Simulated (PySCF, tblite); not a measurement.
# BH4O−: protonation

Aim: compute the protonation of BH4O− (`[BH3-]O`).

Programs: tblite 0.8.0 and PySCF 2.14.0, with routines of our own; each step states its level. All values are computed. Atoms count from 0.

## Step 1: The system as given

6 atoms, charge -1, multiplicity 1; geometry from: start built from the parent or by distance geometry.

## Step 2: Geometry optimisation with GFN2-xTB

What the job is given:

```
{"job": {"kind": "relax", "xc": "GFN2-xTB", "basis": "xTB"}, "charge": -1, "multiplicity": 1}
B     -0.391700    -0.008400    -0.013500
O      0.939800    -0.431400    -0.422200
H     -0.400200     1.162400    -0.230900
H     -1.173700    -0.603700    -0.690600
H     -0.518000    -0.232100     1.161100
H      1.550100     0.117300     0.152800
```

Command:

```console
> OMP_NUM_THREADS=1 python redox_run.py task.json out
```

The driver reads the jobs from task.json and runs them one after another.

Output:

```text
step      E/eV     max force
  0    -205.11409    2.604
  1    -205.22696    1.023
  2    -205.27049    0.612
  3    -205.29503    0.260
  4    -205.29879    0.250
  5    -205.30589    0.201
  6    -205.30980    0.250
  7    -205.31266    0.213
  8    -205.31398    0.106
  9    -205.31483    0.110
 10    -205.31542    0.082
 11    -205.31583    0.070
 12    -205.31605    0.039
 13    -205.31614    0.024
 14    -205.31617    0.017
 15    -205.31619    0.020
 16    -205.31622    0.016
 17    -205.31623    0.008
```

It took 0.03 s on 1 thread of Arm Neoverse V2, shared host.

Step by step:

```
step  energy from step 0 (eV)  largest force (eV/Å)
   0                   0.0000                2.6045
   1                  -0.1129                1.0235
   2                  -0.1564                0.6117
   3                  -0.1809                0.2597
   4                  -0.1847                0.2502
   5                  -0.1918                0.2011
   6                  -0.1957                0.2501
   7                  -0.1986                0.2130
   8                  -0.1999                0.1058
   9                  -0.2007                0.1102
  10                  -0.2013                0.0823
  11                  -0.2017                0.0698
  12                  -0.2020                0.0390
  13                  -0.2020                0.0238
  14                  -0.2021                0.0173
  15                  -0.2021                0.0199
  16                  -0.2021                0.0157
  17                  -0.2021                0.0083
```

Distances of close pairs at the start and the end, largest changes first:

```
 bond  before (Å)  after (Å)  change (Å)
B0–H2       1.191      1.245      +0.054
B0–O1       1.456      1.506      +0.051
O1–H5       1.002      0.957      -0.045
B0–H4       1.202      1.246      +0.043
B0–H3       1.193      1.218      +0.025
```

The final coordinates are the input of the step that follows.

## Step 3: Infrared spectrum with GFN2-xTB

What the job is given:

```
{"job": {"kind": "ir", "xc": "GFN2-xTB", "basis": "xTB"}, "charge": -1, "multiplicity": 1}
B     -0.367391     0.000950    -0.020020
O      1.012070    -0.455481    -0.416778
H     -0.499953     1.223756    -0.213946
H     -1.175160    -0.612135    -0.694892
H     -0.576814    -0.218648     1.188000
H      1.613494     0.065538     0.114487
```

Output:

```text
mode    cm-1     km/mol
  1     314.7     91.48
  2     744.5    126.73
  3     845.6     28.87
  4     943.0    151.31
  5    1112.1    133.10
  6    1190.0    469.11
  7    1241.9    199.96
  8    1258.8    212.92
  9    1882.0    828.89
 10    1994.9    554.72
 11    2209.0    375.54
 12    3649.6     29.13
ZPE 103.992  H(298)-E 115.694  G(298)-E 43.695 kJ/mol  S 241.49 J/(mol K)
```

It took 0.07 s on 1 thread of Arm Neoverse V2, shared host.

The strongest bands and the atoms that carry them (share of the mass-weighted mode):

```
cm⁻¹  km/mol                               atoms
 943   151.3           H4 37 %, H2 36 %, B0 19 %
1112   133.1           H5 55 %, H3 18 %, B0 12 %
1190   469.1  H2 30 %, H4 29 %, H3 26 %, B0 14 %
1242   200.0           H3 53 %, H2 21 %, H4 19 %
1259   212.9                    H4 43 %, H2 41 %
1882   828.9                    H4 47 %, H2 45 %
1995   554.7                    H2 44 %, H4 42 %
2209   375.5                             H3 85 %
```

## Step 4: Optimising the geometry at PBE0-D3(BJ)/ma-def2-SVP

The job, as its differences from that of step 3:

```diff
@@ -1,2 +1,2 @@
-{"job": {"kind": "ir", "xc": "GFN2-xTB", "basis": "xTB"}, "charge": -1, "multiplicity": 1}
+{"job": {"xc": "PBE0", "basis": "ma-def2-SVP", "d3": "d3bj", "grid": 1, "kind": "geom"}, "charge": -1, "multiplicity": 1}
 B     -0.367391     0.000950    -0.020020
```

Output:

```text
step   0  E = -102.31974703  max force = 0.011875
step   1  E = -102.32060302  max force = 0.003445
step   2  E = -102.32063575  max force = 0.000672
step   3  E = -102.32063700  max force = 0.000082
optimisation converged
```

Run time: 2.3 s. Hardware: 1 thread of Arm Neoverse V2, shared host.

Relaxation path:

```
step  energy from step 0 (eV)  largest force component (eV/Å)
   0                   0.0000                          0.6106
   1                  -0.0233                          0.1771
   2                  -0.0242                          0.0346
   3                  -0.0242                          0.0042
```

Close pairs (by a distance rule), those that changed most:

```
 bond  before (Å)  after (Å)  change (Å)
B0–H3       1.218      1.252      +0.033
B0–H2       1.245      1.269      +0.023
B0–H4       1.246      1.269      +0.023
B0–O1       1.506      1.501      -0.006
O1–H5       0.957      0.958      +0.001
```

The next job starts from the end point, and lists it.

```
                         at the end point                  value
  point group (found at 0.08 Å tolerance)                     Cs
rotational constants (GHz, main isotopes)  101.3, 22.237, 21.495
```

## Step 5: Harmonic vibrations (BH₄O−): PBE0-D3(BJ)/ma-def2-SVP

What the job is given:

```
{"job": {"xc": "PBE0", "basis": "ma-def2-SVP", "d3": "d3bj", "grid": 2, "kind": "hessian"}, "charge": -1, "multiplicity": 1}
B     -0.354477     0.000452    -0.022595
O      1.021866    -0.445920    -0.420628
H     -0.519587     1.243541    -0.213863
H     -1.196808    -0.622591    -0.707142
H     -0.586426    -0.224567     1.204087
H      1.643564     0.048546     0.115206
```

Output:

```text
coarse grid: 4656 points
cycle   1  E = -102.1764340521  dE = -9.783e-02  |g| = 7.025e-01  |ddm| = 2.064e+00
cycle   2  E = -101.9860882944  dE =  1.903e-01  |g| = 1.215e+00  |ddm| = 1.778e+00
cycle   3  E = -102.2987952837  dE = -3.127e-01  |g| = 8.257e-02  |ddm| = 1.067e+00
cycle   4  E = -102.3003964289  dE = -1.601e-03  |g| = 3.220e-02  |ddm| = 1.106e-01
cycle   5  E = -102.3007173180  dE = -3.209e-04  |g| = 3.671e-03  |ddm| = 3.816e-02
cycle   6  E = -102.3007207933  dE = -3.475e-06  |g| = 3.924e-04  |ddm| = 4.198e-03
final grid: 43904 points
cycle   7  E = -102.3206000866  dE = -1.191e-05  |g| = 4.384e-03  |ddm| = 1.438e-02
cycle   8  E = -102.3205958244  dE =  4.262e-06  |g| = 6.489e-03  |ddm| = 7.152e-03
cycle   9  E = -102.3206037641  dE = -7.940e-06  |g| = 4.676e-04  |ddm| = 4.364e-03
cycle  10  E = -102.3206038200  dE = -5.585e-08  |g| = 7.932e-05  |ddm| = 5.526e-04
cycle  11  E = -102.3206038222  dE = -2.275e-09  |g| = 1.079e-05  |ddm| = 1.184e-04
cycle  12  E = -102.3206038223  dE = -4.729e-11  |g| = 1.116e-06  |ddm| = 2.234e-05
converged SCF energy = -102.3206038223

mode    cm-1
  1     251.6
  2     830.1
  3     882.2
  4     940.6
  5    1111.7
  6    1125.2
  7    1143.9
  8    1178.3
  9    2122.6
 10    2164.5
 11    2272.3
 12    3937.0
ZPE 107.424  H(298)-E 119.295  G(298)-E 46.838 kJ/mol  S 243.02 J/(mol K)
```

Wall time 13 s (1 thread of Arm Neoverse V2, shared host); peak memory 0.68 GiB.

Zero-point energy 107.42 kJ/mol (xTB gave 103.99).

## Step 6: Single point (BH4O−): PBE0-D3(BJ)/ma-def2-TZVP

Geometry: PBE0-D3(BJ)/ma-def2-SVP.

What the job is given:

```
{"job": {"kind": "sp", "xc": "PBE0", "basis": "ma-def2-TZVP", "d3": "d3bj", "grid": 2}, "charge": -1, "multiplicity": 1}
B     -0.354477     0.000452    -0.022595
O      1.021866    -0.445920    -0.420628
H     -0.519587     1.243541    -0.213863
H     -1.196808    -0.622591    -0.707142
H     -0.586426    -0.224567     1.204087
H      1.643564     0.048546     0.115206
```

Output:

```text
coarse grid: 4656 points
cycle   1  E = -102.2982197845  dE = -7.811e-02  |g| = 7.693e-01  |ddm| = 1.464e+00
cycle   2  E = -102.0111833259  dE =  2.870e-01  |g| = 1.428e+00  |ddm| = 1.793e+00
cycle   3  E = -102.4348083299  dE = -4.236e-01  |g| = 9.903e-02  |ddm| = 1.239e+00
cycle   4  E = -102.4366416434  dE = -1.833e-03  |g| = 4.782e-02  |ddm| = 1.003e-01
cycle   5  E = -102.4372937285  dE = -6.521e-04  |g| = 5.674e-03  |ddm| = 4.470e-02
cycle   6  E = -102.4373018265  dE = -8.098e-06  |g| = 7.916e-04  |ddm| = 4.876e-03
final grid: 43904 points
cycle   7  E = -102.4352315275  dE = -2.358e-05  |g| = 5.109e-03  |ddm| = 2.102e-02
cycle   8  E = -102.4352267136  dE =  4.814e-06  |g| = 7.247e-03  |ddm| = 5.875e-03
cycle   9  E = -102.4352357747  dE = -9.061e-06  |g| = 7.499e-04  |ddm| = 3.907e-03
cycle  10  E = -102.4352358877  dE = -1.130e-07  |g| = 1.676e-04  |ddm| = 6.550e-04
cycle  11  E = -102.4352358966  dE = -8.939e-09  |g| = 1.574e-05  |ddm| = 1.639e-04
converged SCF energy = -102.4352358966
```

Wall time 1.9 s (1 thread of Arm Neoverse V2, shared host).

The fields below are evaluated on a grid from the run's orbitals.

Frontier orbitals at PBE0/ma-def2-TZVP, with the share of their density that lies nearest to each atom:

```
orbital  energy (eV)                                  lies on
   HOMO        -0.81  O1 36 %; H2, H4 about 25 % each; B0 7 %
   LUMO         3.67  H5 49 %; H2, H4 about 20 % each; O1 8 %
```

ELF in a plane through or near 4 of the atoms.

Ten even steps from ' ' (0.00) to '@' (1.00):
```
                                                        
                                                        
                                                        
                                                        
                                                        
                          ........                      
            ..::..      ..::------..                    
          --**####++::  ..--++++++::..                  
        ..++##%%@@%%++..::----====--..                  
        ..==##@@@@@@%%****::++##..::::..                
          ::++%%@@@@####%%==++##::******==::            
            ::==##**::==%%**::==@@@@@@@@@@%%++..        
            ::==##%%****##==--##@@@@@@@@@@@@##::        
            ::==##%%%%##==....##@@@@@@@@@@@@##::        
            ..==++####++::    **@@@@@@@@@@@@++..        
              ..::----..      --%%@@@@@@%%++..          
                  ..          ..**%%%%##==..            
                                  ....                  
                                                        
                                                        
```
The map spans 8.5 Å across and 7.1 Å up, centred on the molecule. Atoms in the plane (x, y in Å): B0 (0.4, 0.0), O1 (-1.0, -0.6), H3 (1.2, -1.0), H5 (-1.6, 0.2).

On the surface of density 0.002 e/bohr³ the electrostatic potential runs, from the 1st to the 99th percentile, from -6.61 V near O1 to -2.80 V near H5.

## Step 7: Geometry optimisation with GFN2-xTB

This step treats BH₅O, `[BH3-][OH2+]`.

What the job is given:

```
{"job": {"kind": "relax", "xc": "GFN2-xTB", "basis": "xTB"}, "charge": 0, "multiplicity": 1}
B     -0.338200    -0.005700    -0.027900
O      1.011100    -0.437300    -0.443600
H     -0.502100     1.235900    -0.210700
H     -1.199300    -0.608000    -0.727700
H     -0.589700    -0.228400     1.215400
H      1.632600     0.046800     0.106400
H      1.124200    -1.190800    -1.068900
```

Output:

```text
step      E/eV     max force
  0    -212.42508    3.551
  1    -212.65592    2.042
  2    -212.82722    1.058
  3    -212.85841    0.792
  4    -212.88838    0.681
  5    -212.93353    1.207
  6    -212.96041    1.041
  7    -213.00130    0.651
  8    -213.02670    0.500
  9    -213.06108    0.507
 10    -213.07474    0.400
 11    -213.08251    0.330
 12    -213.09000    0.320
 13    -213.10491    0.378
 14    -213.11725    0.606
 15    -213.12606    0.347
 16    -213.12957    0.127
 17    -213.13021    0.100
 18    -213.13078    0.062
 19    -213.13112    0.062
 20    -213.13173    0.059
 21    -213.13222    0.062
 22    -213.13255    0.055
 23    -213.13282    0.060
 24    -213.13330    0.088
 25    -213.13414    0.121
 26    -213.13532    0.139
 27    -213.13657    0.114
 28    -213.13772    0.112
 29    -213.13889    0.113
 30    -213.14074    0.122
 31    -213.14311    0.149
 32    -213.14449    0.094
 33    -213.14487    0.256
 34    -213.14499    0.199
 35    -213.14566    0.141
 36    -213.14594    0.044
 37    -213.14604    0.033
 38    -213.14620    0.042
 39    -213.14628    0.039
 40    -213.14644    0.039
 41    -213.14657    0.040
 42    -213.14670    0.028
 43    -213.14677    0.018
 44    -213.14680    0.012
 45    -213.14681    0.011
 46    -213.14682    0.009
```

Run time: 0.16 s. Hardware: 1 thread of Arm Neoverse V2, shared host.

Along the way: (not every step is listed)

```
step  energy from step 0 (eV)  largest force (eV/Å)
   0                   0.0000                3.5515
   1                  -0.2308                2.0422
   2                  -0.4021                1.0577
   3                  -0.4333                0.7918
   4                  -0.4633                0.6814
   5                  -0.5084                1.2073
   6                  -0.5353                1.0412
   7                  -0.5762                0.6506
   8                  -0.6016                0.4995
  11                  -0.6574                0.3300
  14                  -0.6922                0.6065
  17                  -0.7051                0.0997
  20                  -0.7066                0.0588
  23                  -0.7077                0.0597
  26                  -0.7102                0.1389
  29                  -0.7138                0.1126
  32                  -0.7194                0.0935
  35                  -0.7206                0.1412
  38                  -0.7211                0.0423
  41                  -0.7215                0.0400
  42                  -0.7216                0.0282
  43                  -0.7217                0.0182
  44                  -0.7217                0.0124
  45                  -0.7217                0.0112
  46                  -0.7217                0.0095
```

Close pairs (by a distance rule), those that changed most:

```
 bond  before (Å)  after (Å)  change (Å)
B0–O1       1.476      1.698      +0.222
B0–H4       1.288      1.192      -0.096
B0–H2       1.266      1.182      -0.084
B0–H3       1.263      1.182      -0.080
O1–H6       0.986      0.962      -0.023
O1–H5       0.961      0.962      +0.001
```

The final coordinates are the input of the step that follows.

## Step 8: Infrared spectrum with GFN2-xTB

What the job is given:

```
{"job": {"kind": "ir", "xc": "GFN2-xTB", "basis": "xTB"}, "charge": 0, "multiplicity": 1}
B     -0.472859     0.041700    -0.047096
O      1.061153    -0.325097    -0.676308
H     -0.511558     1.222904    -0.070961
H     -1.216454    -0.494500    -0.793395
H     -0.461938    -0.424637     1.049551
H      1.648581     0.075517    -0.027977
H      1.091626    -1.283237    -0.590846
```

Output:

```text
mode    cm-1     km/mol
  1     223.5     66.37
  2     451.6    141.18
  3     617.8      1.75
  4     674.7    181.31
  5     905.3     50.58
  6     908.0    131.48
  7    1122.3    230.57
  8    1236.9     31.81
  9    1238.1     52.39
 10    1438.8    143.19
 11    2447.7    252.34
 12    2541.1    126.68
 13    2548.0    247.04
 14    3563.3     28.44
 15    3568.2     66.82
ZPE 140.474  H(298)-E 153.604  G(298)-E 78.484 kJ/mol  S 251.95 J/(mol K)
```

Wall time 0.09 s (1 thread of Arm Neoverse V2, shared host).

Which atoms move in the most intense modes:

```
cm⁻¹  km/mol                               atoms
 452   141.2                    B0 51 %, O1 44 %
 675   181.3                    H6 41 %, H5 37 %
 908   131.5  H4 41 %, H3 16 %, B0 13 %, H2 12 %
1122   230.6           H4 34 %, H3 27 %, H2 27 %
1439   143.2                    H6 46 %, H5 46 %
2448   252.3                             H4 93 %
2541   126.7                    H3 50 %, H2 46 %
2548   247.0                    H2 47 %, H3 43 %
```

## Step 9: Optimising the geometry at PBE0-D3(BJ)/ma-def2-SVP

This step treats BH5O, `[BH3-][OH2+]`.

The job, as its differences from that of step 8:

```diff
@@ -1,2 +1,2 @@
-{"job": {"kind": "ir", "xc": "GFN2-xTB", "basis": "xTB"}, "charge": 0, "multiplicity": 1}
+{"job": {"xc": "PBE0", "basis": "ma-def2-SVP", "d3": "d3bj", "grid": 1, "kind": "geom"}, "charge": 0, "multiplicity": 1}
 B     -0.472859     0.041700    -0.047096
```

Output:

```text
step   0  E = -102.85501925  max force = 0.016363
step   1  E = -102.85777114  max force = 0.007014
step   2  E = -102.85792482  max force = 0.000855
step   3  E = -102.85793598  max force = 0.000277
optimisation converged
```

Run time: 2.7 s. Hardware: 1 thread of Arm Neoverse V2, shared host.

Relaxation path:

```
step  energy from step 0 (eV)  largest force component (eV/Å)
   0                   0.0000                          0.8414
   1                  -0.0749                          0.3607
   2                  -0.0791                          0.0440
   3                  -0.0794                          0.0142
```

Distances of close pairs at the start and the end, largest changes first:

```
 bond  before (Å)  after (Å)  change (Å)
B0–H2       1.182      1.217      +0.035
B0–H3       1.182      1.217      +0.035
B0–H4       1.192      1.223      +0.031
B0–O1       1.698      1.688      -0.010
O1–H5       0.962      0.966      +0.003
O1–H6       0.962      0.966      +0.003
```

The final coordinates are the input of the step that follows.

```
                         at the end point                   value
  point group (found at 0.08 Å tolerance)                      Cs
rotational constants (GHz, main isotopes)  85.979, 18.090, 17.566
                        dipole moment (D)                    4.61
```

## Step 10: Harmonic vibrations (BH5O): PBE0-D3(BJ)/ma-def2-SVP

What the job is given:

```
{"job": {"xc": "PBE0", "basis": "ma-def2-SVP", "d3": "d3bj", "grid": 2, "kind": "hessian"}, "charge": 0, "multiplicity": 1}
B     -0.504844     0.054459    -0.041609
O      1.030487    -0.338162    -0.623364
H     -0.495176     1.269820    -0.097490
H     -1.230587    -0.505702    -0.841453
H     -0.509395    -0.416377     1.086683
H      1.701682     0.044306    -0.044090
H      1.148515    -1.296189    -0.599664
```

Output:

```text
coarse grid: 5272 points
cycle   1  E = -102.7935812208  dE = -7.090e-02  |g| = 4.203e-01  |ddm| = 2.204e+00
cycle   2  E = -102.7919717541  dE =  1.609e-03  |g| = 4.777e-01  |ddm| = 1.148e+00
cycle   3  E = -102.8356891319  dE = -4.372e-02  |g| = 7.303e-02  |ddm| = 5.457e-01
cycle   4  E = -102.8368018057  dE = -1.113e-03  |g| = 1.297e-02  |ddm| = 8.443e-02
cycle   5  E = -102.8368543597  dE = -5.255e-05  |g| = 2.209e-03  |ddm| = 1.714e-02
cycle   6  E = -102.8368558159  dE = -1.456e-06  |g| = 2.469e-04  |ddm| = 2.701e-03
final grid: 49280 points
cycle   7  E = -102.8579287026  dE = -1.917e-05  |g| = 4.909e-03  |ddm| = 2.033e-02
cycle   8  E = -102.8579261873  dE =  2.515e-06  |g| = 6.364e-03  |ddm| = 8.663e-03
cycle   9  E = -102.8579340227  dE = -7.835e-06  |g| = 5.657e-04  |ddm| = 4.742e-03
cycle  10  E = -102.8579341105  dE = -8.775e-08  |g| = 7.345e-05  |ddm| = 6.758e-04
cycle  11  E = -102.8579341120  dE = -1.484e-09  |g| = 8.522e-06  |ddm| = 1.246e-04
cycle  12  E = -102.8579341120  dE = -1.637e-11  |g| = 8.111e-07  |ddm| = 1.836e-05
converged SCF energy = -102.8579341120

mode    cm-1
  1     208.1
  2     501.5
  3     599.6
  4     656.3
  5     946.8
  6    1026.2
  7    1148.6
  8    1160.1
  9    1171.1
 10    1615.0
 11    2459.8
 12    2549.3
 13    2581.3
 14    3831.4
 15    3929.8
ZPE 145.853  H(298)-E 158.929  G(298)-E 83.779 kJ/mol  S 252.05 J/(mol K)
```

Wall time 19 s (1 thread of Arm Neoverse V2, shared host); peak memory 0.82 GiB.

Zero-point energy 145.85 kJ/mol (xTB gave 140.47).

## Step 11: Single point (BH₅O): PBE0-D3(BJ)/ma-def2-TZVP

Geometry: PBE0-D3(BJ)/ma-def2-SVP.

The job, as its differences from that of step 10:

```diff
@@ -1,2 +1,2 @@
-{"job": {"xc": "PBE0", "basis": "ma-def2-SVP", "d3": "d3bj", "grid": 2, "kind": "hessian"}, "charge": 0, "multiplicity": 1}
+{"job": {"kind": "sp", "xc": "PBE0", "basis": "ma-def2-TZVP", "d3": "d3bj", "grid": 2}, "charge": 0, "multiplicity": 1}
 B     -0.504844     0.054459    -0.041609
```

Output:

```text
coarse grid: 5272 points
cycle   1  E = -102.9247434481  dE = -6.081e-02  |g| = 4.801e-01  |ddm| = 1.502e+00
cycle   2  E = -102.9145935989  dE =  1.015e-02  |g| = 5.783e-01  |ddm| = 8.121e-01
cycle   3  E = -102.9744580505  dE = -5.986e-02  |g| = 7.738e-02  |ddm| = 4.161e-01
cycle   4  E = -102.9756620377  dE = -1.204e-03  |g| = 1.611e-02  |ddm| = 5.406e-02
cycle   5  E = -102.9757337758  dE = -7.174e-05  |g| = 2.710e-03  |ddm| = 1.362e-02
cycle   6  E = -102.9757357446  dE = -1.969e-06  |g| = 3.388e-04  |ddm| = 2.285e-03
final grid: 49280 points
cycle   7  E = -102.9744931614  dE = -3.525e-05  |g| = 5.084e-03  |ddm| = 2.515e-02
cycle   8  E = -102.9744915372  dE =  1.624e-06  |g| = 6.096e-03  |ddm| = 5.902e-03
cycle   9  E = -102.9744983049  dE = -6.768e-06  |g| = 7.789e-04  |ddm| = 3.066e-03
cycle  10  E = -102.9744984246  dE = -1.196e-07  |g| = 1.504e-04  |ddm| = 5.800e-04
cycle  11  E = -102.9744984309  dE = -6.362e-09  |g| = 1.638e-05  |ddm| = 1.472e-04
converged SCF energy = -102.9744984309
```

Wall time 1.2 s (1 thread of Arm Neoverse V2, shared host).

[end of part 1 of 2]
